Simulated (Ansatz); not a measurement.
Cost and result for the atomization energy of BH3NS, SMILES `N[B]S` radical (6 atoms, 5 bonds).

Z-matrix (Å, degrees):
```
N
B 1 1.380
H 1 1.005 2 122.5
H 1 1.010 2 124.0 3 180.0
S 2 1.779 1 132.0 3 180.0
H 5 1.355 2 100.0 1 0.0
```

The species carries charge 0 and has multiplicity 2. The geometry is a stationary point of PBE0-D4/def2-TZVP. It is one conformer, not always the lowest. Program: Ansatz. Hardware: A = 2 threads of an AMD EPYC 7R13 on a shared host; B = 2 threads of an AMD EPYC 7R13 on a shared host and a share of an NVIDIA H100 80 GB. Times are those of one run each, without the atoms' runs, and a repeat can differ threefold. Electronic energies, without spin–orbit coupling; frozen cores. CCSD(T)/CBS extrapolates def2-TZVPP and def2-QZVPP, and its time is that of the two runs behind it. T1 = 0.014; ⟨S²⟩ of the reference is 0.76. B3LYP takes the VWN-RPA correlation (the form of Gaussian; ORCA's B3LYP/G).

CCSD(T)/CBS is a level of theory with its own doubt, some kJ/mol a heavy atom from the limit and from the frozen cores, so smaller differences don't rank the functionals.

```csv
level,functions,wall time
PBE-D4/def2-TZVPP (with forces) [A],146,1.9 s
PBE0-D4/def2-TZVPP [A],146,2.3 s
B3LYP-D4/def2-TZVPP (with forces) [A],146,2.9 s
B2PLYP/def2-TZVPP [A],146,3.4 s
r2SCAN-D4/def2-TZVPP (with forces) [A],146,3.7 s
ωB97X-V/def2-TZVPP [A],146,6 s
ωB97M-V/def2-TZVPP (with forces) [A],146,8 s
CCSD(T)/def2-TZVPP [B],146,13 s
CCSD(T)/def2-QZVPP [B],274,19 s
CCSD(T)/CBS(def2),–,32 s
```

Task: What atomization energy does each give, and how far from CCSD(T)/CBS? (Best estimate.)

Result: Ansatz gave: 
| level | atomization (kJ/mol) | difference from CCSD(T)/CBS | per bond |
| --- | --- | --- | --- |
| PBE-D4/def2-TZVPP (with forces) [A] | 2067.7 | 86.8 | 17.4 |
| PBE0-D4/def2-TZVPP [A] | 2019.3 | 38.4 | 7.7 |
| B3LYP-D4/def2-TZVPP (with forces) [A] | 2012.6 | 31.7 | 6.3 |
| B2PLYP/def2-TZVPP [A] | 1978.8 | -2.1 | -0.4 |
| r2SCAN-D4/def2-TZVPP (with forces) [A] | 2024.3 | 43.4 | 8.7 |
| ωB97X-V/def2-TZVPP [A] | 2003.0 | 22.1 | 4.4 |
| ωB97M-V/def2-TZVPP (with forces) [A] | 2008.9 | 28.0 | 5.6 |
| CCSD(T)/def2-TZVPP [B] | 1916.9 | -64.0 | -12.8 |
| CCSD(T)/def2-QZVPP [B] | 1954.7 | -26.2 | -5.2 |
| CCSD(T)/CBS(def2) | 1980.9 | 0.0 | 0.0 |

From PBE to PBE0 (25 % exact exchange), in def2-TZVPP and without D4, the atomization energy moves by −46.8 kJ/mol: exact exchange takes away binding that semilocal exchange gives to molecules. In def2-TZVPP, CCSD(T) changes the Hartree–Fock value by +512.3 kJ/mol (the triples alone add +34.4 kJ/mol) and MP2 by +551.8 kJ/mol; breaking electron pairs costs correlation energy, which Hartree–Fock lacks. The D4 term adds +15.3 kJ/mol with B3LYP and +7.8 kJ/mol with PBE0; it sums over pairs of atoms, weighted by their polarisabilities, and B3LYP, whose exchange is more repulsive, gets the larger term.
